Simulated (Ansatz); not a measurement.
Consider the homolysis of the Al–F bond: `[F][Al]([F])[F]` → `[F][Al][F]`• + F•.

Gas-phase electronic energies from Ansatz, PBE0-D4/def2-TZVP geometries. CCSD(T)/CBS is extrapolated from def2-TZVPP and def2-QZVPP, frozen cores. No spin–orbit coupling; open shells (•) take unrestricted orbitals. Spin–orbit coupling would lower the free atoms: a little for F.

| level | ΔE (kcal/mol) |
| --- | --- |
| MP2/def2-SVP | 154.9 |
| CCSD(T)/def2-SVP | 148.6 |

Problem. What does CCSD(T)/CBS give? (An estimate is asked.)

Solution. Ansatz gave: +158.4 kcal/mol. The listed levels differ from it by -3.5, -9.8 kcal/mol.

Largest T1 diagnostic among the species: 0.015.

At CCSD(T), def2-SVP lies −9.9 kcal/mol from the extrapolated value and def2-TZVPP −4.6 kcal/mol: correlation converges slowly with the basis, and small sets miss more of it in the bonded molecule than in its fragments. From r2SCAN to r2SCAN0 (25 % exact exchange), in def2-TZVPP and without D4, ΔE moves by −3.8 kcal/mol: exact exchange takes away binding that semilocal exchange gives to molecules. In def2-TZVPP, CCSD(T) changes the Hartree–Fock value by +37.4 kcal/mol (the triples alone add +1.9 kcal/mol) and MP2 by +44.1 kcal/mol; breaking electron pairs costs correlation energy, which Hartree–Fock lacks.

CCSD(T)/CBS has its own doubt, a few kJ/mol and more with outer-core shells, so smaller differences from it don't rank the levels.
